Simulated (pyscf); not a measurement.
Thermochemistry of product channels of F–W(F)(=S)=S (SMILES [F][W]([F])(=[S])=[S]) + HCl (SMILES Cl) on the singlet surface, in kcal/mol, from ωB97M-D3(BJ)/def2-TZVP energies (ideal gas, 1 atm, RRHO with modes under 100 cm⁻¹ raised to 100, one conformer, R ln 2 for chiral ones without a mode under 150 cm⁻¹). PySCF, gas phase, ωB97X-D3(BJ)/def2-SVP geometries.

```csv
products,ΔE,ΔH(298 K),ΔG(600 K),ΔG(1200 K)
F–W(F)(=S)(SH)–Cl (SMILES [F][W]([F])(=[S])([SH])[Cl]),___,-11.7,+8.0,___
F–W(=S)(=S)–Cl (SMILES [F][W](=[S])(=[S])[Cl]) + HF (SMILES F),-0.1,+1.1,+0.5,-0.3
```

Q: What belongs in the gaps?

A: 
- F–W(F)(=S)(SH)–Cl (SMILES [F][W]([F])(=[S])([SH])[Cl]), ΔE: -12.9
- F–W(F)(=S)(SH)–Cl (SMILES [F][W]([F])(=[S])([SH])[Cl]), ΔG(1200 K): +26.6

These are energies of the channels, which say nothing of barriers. Elements past Kr carry the def2 core potentials, without spin-orbit coupling.
